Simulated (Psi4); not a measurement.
Process, species as SMILES: ClCCl → Cl[CH-]Cl + H+
B3LYP-D3(BJ)/def2-TZVP geometries, fixed; electronic energies without zero-point terms.
Largest species:
```xyz
5

C      0.0039     0.0052     0.7673
Cl    -0.0175     1.4825    -0.2263
Cl     0.0153    -1.4855    -0.2061
H     -0.8904    -0.0005     1.3784
H      0.9045     0.0193     1.3690
```

Effect of the treatment of two-electron integrals at MP2/cc-pV(T+d)Z with Psi4, against the last row, where the deprotonation energy is 391.57 kcal/mol. Cores are frozen.

```json
[
 {"setting": "scf_type: df", "largest shift of a total energy (mEh)": "0.274", "shift of the deprotonation energy (kcal/mol)": "-0.012"},
 {"setting": "scf_type: cd", "largest shift of a total energy (mEh)": "0.483", "shift of the deprotonation energy (kcal/mol)": "0.005"},
 {"setting": "scf_type: pk", "largest shift of a total energy (mEh)": "0.000", "shift of the deprotonation energy (kcal/mol)": "0.000"}
]
```

Within 0.02 kcal/mol in the deprotonation energy: scf_type: df; scf_type: cd. The largest shift is 0.483 mEh in a total energy and 0.012 kcal/mol in the difference.
